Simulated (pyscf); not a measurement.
Routes from H₃C–N(CH₃)–SiH₃ + H atom (H•)

Candidate steps break at most two bonds and form at most two. Each was searched with GFN2-xTB (tblite) first. Single points on ωB97X-D3(BJ)/def2-SVP structures (PySCF, gas phase). Energies: ωB97M-D3(BJ)/def2-TZVP, kcal/mol, from the separated reactants, doublet surface; ΔG‡ with ideal gas, 1 atm, RRHO with modes under 100 cm⁻¹ raised to 100, one conformer, R ln 2 for chiral ones without a mode under 150 cm⁻¹.

```csv
products,type,ΔE‡,ΔE,ΔG‡ 298 K,ΔG‡ 900 K,ν‡ (cm⁻¹)
H₃C–N(CH₃)–SiH₂• + H₂,hydrogen abstraction,3.6,-14.3,8.6,21.7,798i
•H₂C–N(CH₃)–SiH₃ + H₂,hydrogen abstraction,5.7,-10.1,10.1,24.3,1257i
```

Plain bond fissions and candidates not yet searched are not listed, and one of them may be faster. Each barrier is that of the saddle found; lower ones may exist.
